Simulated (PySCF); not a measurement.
# C5H10O (methyl propyl ketone): the cost of one run

Programs: PySCF 2.14.0, with density-fitted response routines of our own. Each step states its level of theory. These are calculated values for one molecule, in the gas phase or a continuum, unless marked as measured. Atoms count from 0, in the outputs and in this text.

### 1 Starting geometry

16 atoms, charge 0, multiplicity 1; geometry from: GFN2-xTB. The atoms were then displaced at random by about 0.01 Å, so the start is not that level's minimum.

Bonds of the start (Å): C0–C1 1.50, C1–C2 1.51, C2–C3 1.55, C3–C4 1.47, C3–O5 1.21, C0–H6 1.11, C0–H7 1.08, C0–H8 1.10, C1–H9 1.08, C1–H10 1.09, C2–H11 1.11, C2–H12 1.11, C4–H13 1.10, C4–H14 1.08, C4–H15 1.10.

### 2 Geometry optimisation at PBE0-D3(BJ)/def2-TZVP

What the job is given:

```
{"job": {"xc": "PBE0", "basis": "def2-TZVP", "d3": "d3bj", "grid": 2, "shake": 0.01, "kind": "geom"}, "charge": 0, "multiplicity": 1}
C     -2.369160     0.260470     0.553500
C     -1.241260    -0.477090    -0.094200
C      0.080640     0.229890     0.116430
C      1.288090    -0.510830    -0.515330
C      2.599800     0.136980    -0.335930
O      1.112100    -1.539610    -1.119240
H     -2.466170     1.282720     0.125670
H     -3.311410    -0.233310     0.376420
H     -2.239680     0.386560     1.642200
H     -1.411850    -0.577700    -1.154680
H     -1.183790    -1.482130     0.334230
H      0.311880     0.337090     1.200530
H      0.042020     1.251280    -0.304310
H      2.810660     0.235230     0.742180
H      3.369590    -0.459180    -0.810190
H      2.589500     1.157270    -0.746540
```

Launch:

```bash
> OMP_NUM_THREADS=1 python probes_run.py task.json out
```

One launch serves the whole session: the jobs run in the order shown.

**Question.** How long does this first job take on 1 thread of Intel Xeon Platinum 8259CL at 2.50GHz, shared host, and how much memory does it need?

About 2.2 min, with a peak of 1.3 GiB.
